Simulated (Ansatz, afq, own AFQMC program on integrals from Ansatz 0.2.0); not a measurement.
The Sb1–H2 bond of SbH3, singlet, worked out

```xyz
4

Sb    0.4600   -0.3123   -0.4683
H     0.8456    0.0730    1.1582
H    -1.0431   -0.9868    0.0097
H    -0.2626    1.2262   -0.6996
```

The molecule and both fragments are relaxed with PBE0/def2-SVP; the fragments keep their bonds.

Basis def2-TZVP with its core potentials. Only valence electrons are correlated. AFQMC by an in-house program on the Cholesky factors that Ansatz 0.2.0 writes for its CCSD(T) run. ph-AFQMC/CISD is guided by a CISD state made of CCSD amplitudes; releasing the constraint for a short imaginary time cuts its bias at the price of noise, slowly where states lie close. Error bars are statistical, one sigma. No spin–orbit coupling.

Total energies in eV. CBS is CCSD(T) at the limit of def2-TZVPP/QZVPP (extrapolated itself); the highest rung of each member is named.

Cautions: inner d shell frozen; no spin-orbit coupling.

| member | count | CCSD(T)/def2-TZVP | highest rung in def2-TZVP | which | CCSD(T)/CBS |
| --- | --- | --- | --- | --- | --- |
| SbH₂, doublet | +1 | -6545.3610 | -6545.3852 | CCSDT(Q) | -6545.9867 |
| H (doublet) | +1 | -13.6005 | -13.6005 | FCI | -13.6059 |
| SbH₃, singlet | -1 | -6561.8602 | -6561.8861 | CCSDT(Q) | -6562.6402 |

Task: Work out the best estimate of the bond energy: the CCSD(T)/CBS difference plus the step from CCSD(T) to the highest rung.

Result: Sums with the counts: CCSD(T)/CBS 3.0476 eV, highest rung 2.9004 eV, CCSD(T)/def2-TZVP 2.8987 eV. The step is 2.9004 − 2.8987 = 0.0017 eV, so the best estimate is 3.0476 + (0.0017) = 3.0493 eV. The basis set is worth 0.149 eV of it. Zero-point, core-correlation and spin–orbit terms aren't in it.

Best estimates are given only where the step beyond CCSD(T) is under 0.3 eV and no member's determinant is very poor (T1 over 0.05, or 0.07 for open shells, ⟨S²⟩ too high by 0.3, two states mixed), so the hardest cases are missing from such tables.

CCSDT and higher add their correlation energy to the determinant of the CCSD(T) run, since their own runs factorise the integrals more tightly (a shift of under 2 meV). Each member of a difference takes its own highest rung, so a best estimate needn't equal the limit plus the step of one row. The exponents were fitted on light atoms, and def2 sets of heavy atoms don't grow evenly, so the limit is rough here.
